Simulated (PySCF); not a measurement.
Atoms are numbered as in `[CH3:1][C:2]([CH3:3])([CH3:4])[Cl:5]` (H(Xn): hydrogen on atom n).

[PySCF 2.14: geometry from PBE0-D3(BJ)/def2-SVP; PBE0/pcSseg-1 with gauge-including orbitals; isolated molecule; non-relativistic Hamiltonian; a single conformation; averaged over atoms made equivalent by symmetry, fast rotation or ring inversion]

Referencing at the same level of theory: TMS for ¹³C (σref 184.41) and ¹H (σref 31.27); HCl for ³⁵Cl (σref 943.27).

```
            atoms  nucleus  count  δ (ppm)
         C1/C3/C4      ¹³C      3     35.9
               C2      ¹³C      1     70.0
              Cl5     ³⁵Cl      1        ?
H(C1)/H(C3)/H(C4)       ¹H      9        ?
```

Estimate the values marked ?.

Answers


- H(C1)/H(C3)/H(C4): 1.53 ppm, hydrogen on a methyl carbon
- Cl5: 275 ppm, chlorine bonded to C

Carbons that carry Cl, above all several Cl atoms, come out too deshielded, partly because spin–orbit coupling is missing. Shifts are as computed. Against solution values, carbons near 30 ppm lie about +2 ppm off and those near 130 ppm about +5 ppm; carbons on Cl a further +5 ppm. Of 1211 compounds with measured shifts, 218 miss one by over three times the rms of a fit or turn the order of signals round; such compounds aren't used in these exercises.
